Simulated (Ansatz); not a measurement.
A made-up structure of CH$_{3}$BF (charge +1), singlet:

```
6
angstrom
B -0.6178 0.0806 -0.4986
C 0.5625 -0.0581 0.4812
F 0.2560 -1.0567 -0.3694
H -1.5454 -0.6611 -0.3664
H -0.5759 0.9634 -1.3030
H 0.6269 0.4622 1.4494
```

It is relaxed with PBE-D4/def2-SVP and then PBE0-D4/def2-TZVP (Ansatz 0.2.0). Atoms count as bonded within 1.22 times the sum of their covalent radii (H–H: 0.88 Å). The end point is not checked to be a true minimum.

Does its bonding change? (A judgement: the text doesn't fix the answer.)

By the calculation: Yes. Formed: none; broken: B1–F3.

Where it ends: The first stage lowers the energy by 5.02 eV in 12 steps. It ends as CH₃BF ([BH2][CH][F]), total charge +1:
```
6
angstrom
B -0.8469 0.1566 -0.5456
C 0.3651 -0.2129 0.3307
F 1.1533 -1.1348 0.0239
H -1.8915 -0.3734 -0.3101
H -0.6990 1.0006 -1.3783
H 0.6253 0.2943 1.2726
```

Labels in which every atom is bracketed show which atoms are joined, not bond orders.

For scale, one of the runs: PBE0-D4/def2-TZVP relaxation, 111 basis functions, launched by `ansatz run in.yaml --threads 2 --pin off --events-out ev --progress --plain --max-ram 4352MiB`. Hardware: 2 CPU threads of an Arm Neoverse N1, shared host. Wall time about 17 s.
